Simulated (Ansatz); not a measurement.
in.yaml

```yaml
crystal:
  periodic: [false, false, false]
  atoms:
    - {symbol: Ga, position_ang: [-0.000001, -0.315610, 2.430018]}
    - {symbol: C, position_ang: [-0.000043, -0.107891, 0.446447]}
    - {symbol: S, position_ang: [0.000000, -0.424142, -1.207132]}
    - {symbol: H, position_ang: [0.000043, 0.847643, -1.669333]}
basis:
  gaussian: {orbitals: cc-pVDZ}
total_charge: 1
magnetization: {spin_polarized: false, initial_magnetization: 3}
correlation: {method: ccsd_t, electrons: outside_noble_gas}
output: {forces: true}
```

```sh
$ ansatz run in.yaml --threads 1 --pin off --events-out ev --progress --plain --max-ram 2393MiB
```

Log:

```
696 factors; integrals over basis functions are off by at most 1.4e-3 eV
mean field evaluation 1: about -64183.1609 eV, gradient 2.4e1 eV
mean field evaluation 2: about -64183.1695 eV, gradient 2.4e1 eV
mean field evaluation 4: about -64186.5669 eV, gradient 4.4e0 eV
mean field evaluation 8: about -64186.8352 eV, gradient 1.4e-1 eV
mean field evaluation 16: about -64186.5597 eV, gradient 4.4e0 eV
mean field evaluation 32: about -64186.8109 eV, gradient 1.3e0 eV
mean field evaluation 64: about -64184.9198 eV, gradient 9.0e-3 eV
mean field evaluation 96: about -64182.6951 eV, gradient 3.4e-4 eV
mean field evaluation 128: about -64183.5414 eV, gradient 3.3e-4 eV
mean field evaluation 160: about -64183.5414 eV, gradient 7.1e-4 eV
mean field evaluation 192: about -64183.9549 eV, gradient 1.1e1 eV
mean field -64186.83570065 eV, -2358.8227045988 hartree, gradient 5.0e-6 eV, S^2 3.750000; 7 other end points of the search recorded, 0 dependent functions left out
mean field evaluation 224: about -64186.9304 eV, gradient 3.4e0 eV
determinant -64186.83570065 eV, -2358.8227045988 hartree, with singles and doubles -64194.83190170 eV, -2359.1165595677 hartree
determinant -64185.37671624 eV, -2358.7690879109 hartree, with singles and doubles -64192.99538923 eV, -2359.0490689791 hartree
determinant -64184.91982193 eV, -2358.7522973549 hartree, with singles and doubles -64192.58232642 eV, -2359.0338892007 hartree
determinant -64183.54136548 eV, -2358.7016400144 hartree, with singles and doubles -64191.93426751 eV, -2359.0100734752 hartree
determinant -64183.39397143 eV, -2358.6962233832 hartree, with singles and doubles -64190.84327017 eV, -2358.9699800624 hartree
20 core orbitals not correlated: weight in the atoms' cores, before any rotation towards them, 0.996 or more for the frozen orbitals, at most 0.002 for the correlated occupied ones
reference -64186.83570065 eV, -2358.8227045988 hartree; 8, 5 occupied and 36, 39 virtual orbitals, 696 factors
second order -6.92982583 eV of doubles, -0.17546697 eV of singles
cycle   1  -7.99599382 eV  change    2.1e-4 eV  update   1.9e-3
cycle   2  -7.99643088 eV  change   -4.4e-4 eV  update   1.3e-3
cycle   3  -7.99639392 eV  change    3.7e-5 eV  update   8.3e-4
cycle   4  -7.99656649 eV  change   -1.7e-4 eV  update   3.0e-4
cycle   5  -7.99706571 eV  change   -5.0e-4 eV  update   1.3e-4
cycle   6  -7.99719333 eV  change   -1.3e-4 eV  update   5.2e-5
cycle   7  -7.99716261 eV  change    3.1e-5 eV  update   2.8e-5
cycle   8  -7.99712689 eV  change    3.6e-5 eV  update   1.4e-5
cycle   9  -7.99712417 eV  change    2.7e-6 eV  update   5.4e-6
cycle  10  -7.99712470 eV  change   -5.3e-7 eV  update   2.2e-6
cycle  11  -7.99712661 eV  change   -1.9e-6 eV  update   9.1e-7
perturbative correction -0.33436827 eV, -0.0122878073 hartree
the calculation of the forces begins
Total energy: -64195.16719553 eV, -2359.1288813886 hartree
Atom 0 at    -0.000001    -0.315610     2.430018 Å, force    -0.000054     0.187522    -1.399104 eV/Å
Atom 1 at    -0.000043    -0.107891     0.446447 Å, force     0.000083    -0.112454     1.423709 eV/Å
Atom 2 at     0.000000    -0.424142    -1.207132 Å, force    -0.000029    -0.444050    -0.045954 eV/Å
Atom 3 at     0.000043     0.847643    -1.669333 Å, force     0.000000     0.368982     0.021348 eV/Å
Dipole moment:     0.000027     0.138435     0.345576 e Å
```

Forces (eV/Å):
```
Ga   0.000  0.188 -1.399
C    0.000 -0.112  1.424
S    0.000 -0.444 -0.046
H    0.000  0.369  0.021
```

Ran on 1 thread of Arm Neoverse N1, shared host: 33 s wall, 0.22 GiB peak host memory.
